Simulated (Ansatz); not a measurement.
Relaxing Be2Al

These are results of DFT PBE, scalar-relativistic, plane waves, PAW (Ansatz 0.2.0), not measurements. Cutoff 420 eV, Γ-centred k mesh, Gaussian smearing, no spin polarisation in the final step.

The start puts Be2Al on the MoSi2 (C11b) structure type (I4/mmm, No. 139), with Al in place of Mo, Be in place of Si, at a guessed volume.

```
Be Al
1.0
    -1.43719    1.43719    3.52562
     1.43719   -1.43719    3.52562
     1.43719    1.43719   -3.52562
Be Al
2 1
Direct
  0.66500 0.66500 0.00000
  0.33500 0.33500 0.00000
  0.00000 0.00000 0.00000
```

Steps on the 8×8×8 mesh (3 atoms). 10 of 10 steps are shown, and the free energy counts from the last. Trial steps that were taken back and renewals of the plane-wave basis can be among the rows.

| step | ΔF (meV/atom) | V (Å³/atom) | P (GPa) | largest force component (eV/Å) |
| --- | --- | --- | --- | --- |
| 1 | 119.2 | 9.71 | 20.44 | 0.762 |
| 2 | 31.0 | 10.67 | 6.79 | 0.314 |
| 3 | 14.0 | 11.22 | 1.37 | 0.141 |
| 4 | 11.8 | 11.41 | -0.11 | 0.001 |
| 5 | 10.2 | 11.49 | -0.47 | 0.124 |
| 6 | 6.5 | 11.57 | -0.50 | 0.245 |
| 7 | 13.5 | 11.78 | 0.90 | 0.022 |
| 8 | 2.1 | 11.62 | -0.29 | 0.062 |
| 9 | 1.8 | 11.60 | 0.05 | 0.004 |
| 10 | 0.0 | 11.60 | 0.23 | 0.005 |

A final relaxation ran on a 20×20×20 mesh. The relaxed crystal, I4/mmm (No. 139):

```
Be Al
1.0
    -1.57809    1.57809    3.50276
     1.57809   -1.57809    3.50276
     1.57809    1.57809   -3.50276
Be Al
2 1
Direct
  0.66610 0.66610 0.00000
  0.33390 0.33390 0.00000
  0.00000 0.00000 0.00000
```

```yaml
Volume_per_atom: 11.63 Å³
Density: 2.14 g/cm³
Energy_over_the_elements: 0.32 eV/atom
Gap_on_the_20×20×20_mesh: 0 eV (a metal)
```

The zero of energy is the elements' standard structures at the same level; no fitted shifts are applied.

The final run used a 20×20×20 mesh on its 3-atom cell and 0.10 eV smearing. The k mesh leaves about 4 meV/atom of noise in metals.

Symmetry constrained the relaxation, so the result can be a saddle point.

Cost: 3 runs of about 0.89 core-minutes in all, on Arm Neoverse V1 (shared hosts).